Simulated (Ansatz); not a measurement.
Input file:

```yaml
crystal:
  periodic: [false, false, false]
  atoms:
    - {symbol: Cl, position_ang: [0.000000, 0.000000, -1.561333]}
    - {symbol: H, position_ang: [0.000000, 0.000000, 0.330667]}
    - {symbol: F, position_ang: [0.000000, 0.000000, 1.230667]}
basis:
  gaussian: {orbitals: cc-pVDZ}
magnetization: {spin_polarized: true, initial_magnetization: 1}
hamiltonian: {xc: {name: B97M-V}}
```

```sh
$ ansatz run in.yaml --threads 1 --pin off --events-out ev --progress --plain --max-ram 2393MiB
```

Log:

```
  # Of w^i u^j: cxij and so on, Table III.
  gx(w, u) = cx00 + cx01*u + cx02*u^2 + (cx10 + cx11*u)*w
  gss(w, u) = css00 + css02*u^2 + css10*w + (css32*w^3 + css42*w^4)*u^2
  gos(w, u) = cos00 + cos01*u + cos03*u^3 + cos10*w + cos32*w^3*u^2
      + integral(e_c_pw_mod_opposite_spin*gos(b97_w_opposite, b97_u_opposite)) + vv10(b, c)
365 factors; integrals over basis functions are off by at most 1.4e-3 eV
mean field evaluation 1: about -15248.1935 eV, gradient 2.3e1 eV
mean field evaluation 2: about -15232.5193 eV, gradient 5.9e1 eV
mean field evaluation 4: about -15249.6390 eV, gradient 5.4e0 eV
mean field evaluation 8: about -15249.7634 eV, gradient 1.3e-1 eV
mean field evaluation 16: about -15249.7635 eV, gradient 4.6e-5 eV
mean field evaluation 32: about -15249.7635 eV, gradient 2.0e-2 eV
mean field evaluation 64: about -15249.6028 eV, gradient 4.8e-1 eV
mean field evaluation 96: about -15249.6110 eV, gradient 3.0e0 eV
mean field -15249.76346841 eV, -560.4184708032 hartree, gradient 1.7e-6 eV, S^2 0.752579; 8 other end points of the search recorded, 0 dependent functions left out
reference -15249.76348908 eV, -560.4184715629 hartree; 14, 13 occupied and 23, 24 virtual orbitals, 365 factors
Total energy: -15249.76348908 eV, -560.4184715629 hartree
```

Ran on 1 thread of Arm Neoverse V1, shared host: 14 s wall, 0.16 GiB peak host memory.
